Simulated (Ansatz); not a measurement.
**NS (doublet): from Hartree-Fock to the top rungs at distance N1–S2 = 4.027 Å, 6-31G**

How much of the correlation energy of NS (doublet) does each wave-function method recover here?

Method: 6-31G, core rule «outside noble gas», up to 6 orbitals frozen; program: Ansatz 0.2.0, Gaussian basis.

Plan: UHF; CCSD(T) on ROHF; CCSD(T) on UHF; BCCD(T) on ROHF; CISD; CCSDT(Q) on UHF; CISDTQ; CCSDTQ on UHF; CASSCF and MRCISD+Q, 3 electrons in 3 orbitals; CASSCF and NEVPT2, 3 electrons in 3 orbitals; CASSCF and MRCISD+Q, 11 electrons in 8 orbitals; CASSCF and NEVPT2, 11 electrons in 8 orbitals; Full CI.

35 further runs of the same task are left out: 1 for a mislabelled method, 11 for a known fault of the program, 19 that didn't finish, 4 set aside as unsound or not needed.

## (1) The geometry

The geometry derives from a PBE0/def2-TZVP stationary point (not a proven minimum). One bond is set to the value named and the two fragments are kept rigid.

2 atoms, charge 0, spin multiplicity 2.

Atoms are counted from 1 here; the program's logs count them from 0.

No contacts short enough for the rule that draws bonds.

## (2) UHF

in.yaml reads:

```yaml
crystal:
  periodic: [false, false, false]
  atoms:
    - {symbol: N, position_ang: [0.000000, 0.000000, 0.000000]}
    - {symbol: S, position_ang: [0.000000, 0.000000, 4.027000]}
basis:
  gaussian: {orbitals: 6-31G}
magnetization: {spin_polarized: true, initial_magnetization: 1}
hamiltonian: {xc: hf}
output: {orbitals: {seedname: orbitals}}
```

The run is started by

```sh
ansatz run in.yaml --threads 1 --pin off --events-out ev --progress --plain --max-ram 2393MiB
```

After this run come: CCSD(T) on ROHF; CCSD(T) on UHF; BCCD(T) on ROHF; CISD; CCSDT(Q) on UHF; CISDTQ; CCSDTQ on UHF; CASSCF and MRCISD+Q, 3 electrons in 3 orbitals; CASSCF and NEVPT2, 3 electrons in 3 orbitals; CASSCF and MRCISD+Q, 11 electrons in 8 orbitals; CASSCF and NEVPT2, 11 electrons in 8 orbitals; Full CI.

**Question.** What will the summary of the whole plan be? Wanted: FCI below the RHF energy; RMP2 from FCI; UMP2 from FCI; RCCSD from FCI; RCCSD(T) from FCI; UCCSD(T) from FCI; UCCSDT(Q) from FCI; NEVPT2 valence from FCI; MRCISD+Q valence from FCI.

The runs gave:

| quantity | value |
| --- | --- |
| FCI below the RHF energy | -7.5687 eV |
| RMP2 from FCI | -8293.3 meV |
| UMP2 from FCI | +347.0 meV |
| RCCSD from FCI | +35.0 meV |
| RCCSD(T) from FCI | +53.6 meV |
| UCCSD(T) from FCI | +0.3 meV |
| UCCSDT(Q) from FCI | -2.9 meV |
| NEVPT2 valence from FCI | +560.9 meV |
| MRCISD+Q valence from FCI | -1.6 meV |
| levels within 1 kcal/mol (43 meV) | RCCSD, UCCSD, UCCSD(T), BCCD(T), UCCSDT, CISDTQ, UCCSDT(Q), UCCSDTQ, MRCISD+Q valence |
| T1 diagnostic | 0.417 |
| effectively unpaired electrons | 4.99 |

RCCSD(T) lands +53.6 meV from the yardstick (0.7 % of the correlation energy). CCSD(T) misses by +53.6 meV on the restricted determinant and by +0.3 meV on the unrestricted one; the two need not hold the same state or core. RMP2, UCCSDT, UCCSDT(Q), UCCSDTQ fall below full CI: unrestricted runs freeze a spin-polarised core, another one than full CI's, and coupled cluster isn't variational. The occupations show strong static correlation (5.0 unpaired electrons where one determinant has 1). Coupled cluster on one determinant still stays close here. Of the multireference levels listed MRCISD+Q valence comes nearest in total energy (-1.6 meV), which doesn't show that its space is the better one. Coupled cluster took another determinant than the lowest Hartree-Fock one. These misses are within one basis, not against nature; the frozen cores of restricted and unrestricted runs differ, which can shift their rows.
